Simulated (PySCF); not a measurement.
**First hyperpolarisability: 2-methyl-1-propanol (SMILES CC(C)CO)**

Cartesian coordinates in Å; atom numbers follow the order of the lines, from 1:
```xyz
15

C     1.2435   -0.7982   -0.0551
C     0.0702    0.0822    0.3432
C     0.3760    1.5557    0.1227
C    -1.1922   -0.3059   -0.4127
O    -1.5940   -1.6430   -0.2024
H     2.1273   -0.5759    0.5477
H     1.5047   -0.6319   -1.1051
H     1.0002   -1.8551    0.0635
H    -0.1303   -0.0690    1.4142
H     1.2593    1.8625    0.6872
H    -0.4576    2.1923    0.4307
H     0.5757    1.7542   -0.9349
H    -1.0151   -0.2157   -1.4892
H    -2.0035    0.3910   -0.1576
H    -1.8058   -1.7485    0.7286
```

Method: PySCF, quadratic response CAM-B3LYP/def2-TZVPD first hyperpolarisability, Taylor convention, gas phase. Geometry: PBE0-D3(BJ)/def2-TZVP.

What is the first hyperpolarisability, and how does it disperse?

In 10⁻³⁰ esu, Taylor convention; the vector part is βᵢ = ⅓ Σⱼ (βᵢⱼⱼ + βⱼᵢⱼ + βⱼⱼᵢ); β∥ is 3/5 of the vector part along the dipole, the dipole points from − to +:
| process | λ (nm) | β vector norm | β∥ | β HRS | depolarisation ratio |
| --- | --- | --- | --- | --- | --- |
| static β(0;0,0) | ∞ | 0.74 | -0.27 | 0.28 | 6.80 |
| second harmonic β(−2ω;ω,ω) | 1907 | 0.76 | -0.28 | 0.29 | 6.75 |
| Pockels β(−ω;ω,0) | 1907 | 0.75 | -0.28 | – | – |
| second harmonic β(−2ω;ω,ω) | 1064 | 0.80 | -0.30 | 0.31 | 6.64 |
| Pockels β(−ω;ω,0) | 1064 | 0.76 | -0.28 | – | – |

Which lowest excitations, dipole and polarisabilities go with it?

S1 6.71 eV (f = 0.005); S2 7.85 eV (f = 0.027); S3 8.04 eV (f = 0.014); dipole 1.73 D; isotropic α 56.6 au static, 56.7 au at 1907 nm, 57.0 au at 1064 nm, 57.1 au at 953.5 nm, 58.1 au at 532 nm.
